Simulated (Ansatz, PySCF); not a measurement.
Species: difluoromethane, CH2F2 (charge 0, singlet). SMILES: FCF
Geometry: optimised at B3LYP-D3(BJ)/def2-TZVP (Ansatz, a quantum-chemistry and plane-wave program).


Property: enthalpy of formation at 298 K (from the atomisation energy, B3LYP-D3(BJ)/def2-TZVP harmonic zero-point and thermal terms from PySCF, and the atoms' enthalpies of formation in the G2/97 table; no spin-orbit terms, and no core term in the frozen-core levels), in kcal/mol. Valence correlation only, unless marked. Open shells are spin-unrestricted. No spin-orbit coupling. No relativistic terms. The coupled-cluster limit lacks core correlation, which all-electron functionals hold. Basis-set limits of correlation are two-point, X^-3; Hartree-Fock from the larger set.

```
level                           program  enthalpy of formation at 298 K (kcal/mol)
-----------------------  --------------  -----------------------------------------
HF/cc-pVQZ                       Ansatz                                       19.4
PBE/def2-TZVPD                   Ansatz                                     -121.6
BLYP/def2-TZVPD                  Ansatz                                     -108.4
M06-2X/def2-TZVPD                 PySCF                                     -109.2
CAM-B3LYP-D4/def2-TZVPD  Ansatz + dftd4                                     -111.1
MP2/6-31G                        Ansatz                                      -31.6
MP2/cc-pVTZ                      Ansatz                                     -109.8
```

What does CCSD(T)/CBS(cc-pVTZ,cc-pVQZ) (Ansatz) give?

-108.3 kcal/mol, so MP2/cc-pVTZ differs from it by -1.5 kcal/mol.
